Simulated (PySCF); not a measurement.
Isomers of C3H4. Method: TDDFT CAM-B3LYP/aug-cc-pVTZ, vertical, gas phase, core orbitals frozen in the response in PySCF. Geometries: PBE0-D3(BJ)/def2-TZVP; one conformer of each isolated species. Triplets are in the Tamm–Dancoff approximation.

A. `C#CC`
B. `C1=CC1`
C. `C=C=C`

Lowest singlet levels (six at most, fewer where fewer were computed) with oscillator strengths:

1. 197 nm (f 0.070); 191 nm (f 0.002); 190 nm (f 0.004); 180 nm (f 0.027); 179 nm (f 0.000); 173 nm (f 0.049); T1 4.14 eV
2. 189 nm (f 0.000); 183 nm (f 0.001 summed over 2 states); 182 nm (f 0.038 summed over 2 states); 165 nm (f 0.033 summed over 2 states); 158 nm (f 0.114); 155 nm (f 0.001 summed over 2 states); T1 5.47 eV
3. 207 nm (f 0.000); 201 nm (f 0.000); 183 nm (f 0.056 summed over 2 states); 171 nm (f 0.000); 169 nm (f 0.558); 164 nm (f 0.023 summed over 2 states); T1 4.64 eV

Problem. Match each spectrum to its molecule.

Solution. 1 = B, 2 = A, 3 = C.
- A: S1 at 6.56 eV, HOMO-1/HOMO→LUMO+6 (≥21%), HOMO-1/HOMO→LUMO+5 (≥21%), HOMO-1/HOMO→LUMO+8 (≥13%); Löwdin shares by element: HOMO (one of a set within 0.03 eV) carbon 90%, hydrogen 5% or more; LUMO hydrogen 94%; HOMO -9.12 and LUMO 0.26 eV; point group C3v, 4 of its 10 listed states under f = 0.0005.
- B: S1 at 6.30 eV, HOMO→LUMO+4 (94%); Löwdin shares by element: HOMO carbon 81%, hydrogen 6% or more; LUMO hydrogen 94%; HOMO -8.59 and LUMO 0.41 eV; point group C2v, 1 of its 6 listed states under f = 0.0005.
- C: S1 at 5.98 eV, HOMO-1/HOMO→LUMO+5 (≥22%), HOMO-1/HOMO→LUMO+4 (≥22%), HOMO-1/HOMO→LUMO+3 (≥20%); Löwdin shares by element: HOMO (one of a set within 0.03 eV) carbon 83%, hydrogen 5% or more; LUMO hydrogen 94%; HOMO -9.10 and LUMO 0.30 eV; point group D2d, 3 of its 8 listed states under f = 0.0005.

A slash joins orbitals within 0.01 eV of each other, whose weights are summed (≥ marks a lower bound).
